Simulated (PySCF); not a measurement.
Gas-phase reaction: 3 BF₃ + 2 CF → 3 BF + 2 CF₄

Energies from PySCF, thermal terms from the rigid-rotor harmonic-oscillator model, ideal gas at 1 bar. Table values come from the NASA 1993 polynomials. After a fit of one offset per element over all species, the range-separated, M06-2X, PBE0/def2-QZVP and CCSD(T)/def2-TZVPP enthalpies, where run, lie to one side of the table for CF (-15 kJ/mol): a fault of the table's entry, another state or a shared error of the levels is possible; this was not checked at source. † marks an energy on the PBE0/def2-TZVP geometry and frequencies; other levels use their own. MP2 and CCSD(T) freeze the core. 6-31G* has spherical d functions here. Open shells (unrestricted): CF (multiplicity 2, electronic degeneracy 4); the rest are closed-shell singlets. Spin-orbit splitting is ignored; it lowers the true energy and changes the entropy of CF. B3LYP is the form with VWN-RPA correlation. For this reaction the table lies outside the span of B3LYP, CCSD(T), M06-2X, MP2, PBE0, r2SCAN, ωB97M-V, ωB97X-V in their largest bases here; which side is off was not settled. MP2 isn't extrapolated to the basis-set limit; its ΔH°(298 K) is 750.4 kJ in def2-SVP and 745.8 kJ in def2-TZVPP. CCSD(T) isn't extrapolated to the basis-set limit; its ΔH°(298 K) is 705.9 kJ in def2-SVP and 714.2 kJ in def2-TZVPP. The harmonic model lacks anharmonicity and excited electronic states, which grow with temperature; levels with a mode under 35 cm⁻¹ are left out. The table's entry may be an old estimate for CF, BF (not checked at source).

ΔH° and ΔS° at 298 K: table 683 kJ, -65 J/K; B3LYP/6-31G* 741 kJ, -65 J/K; B3LYP/def2-TZVP† 766 kJ, -66 J/K; CCSD(T)/def2-TZVPP† 714 kJ, -66 J/K; HF/6-31G* 858 kJ, -67 J/K; MP2/def2-SVP† 750 kJ, -66 J/K.

Question: With the heat capacities included, give log10 K at 600, 1200, 1400, 1600, 2500 K for each.

Answer: 
```csv
T (K),table,B3LYP/6-31G*,B3LYP/def2-TZVP†,CCSD(T)/def2-TZVPP†,HF/6-31G*,MP2/def2-SVP†
600,-62.8,-67.9,-70.1,-65.6,-78.2,-68.8
1200,-33.0,-35.5,-36.7,-34.4,-40.8,-36.0
1400,-28.7,-30.9,-31.9,-30.0,-35.5,-31.3
1600,-25.5,-27.4,-28.3,-26.6,-31.5,-27.8
2500,-17.4,-18.6,-19.2,-18.1,-21.3,-18.9
```
Ten kJ in ΔG° is worth 0.87 decades in K at 600 K and 0.21 at 2500 K. Holding ΔH° and ΔS° at their 298 K values would give -17.6 (table), -18.9 (B3LYP/6-31G*), -19.5 (B3LYP/def2-TZVP†) at 2500 K.
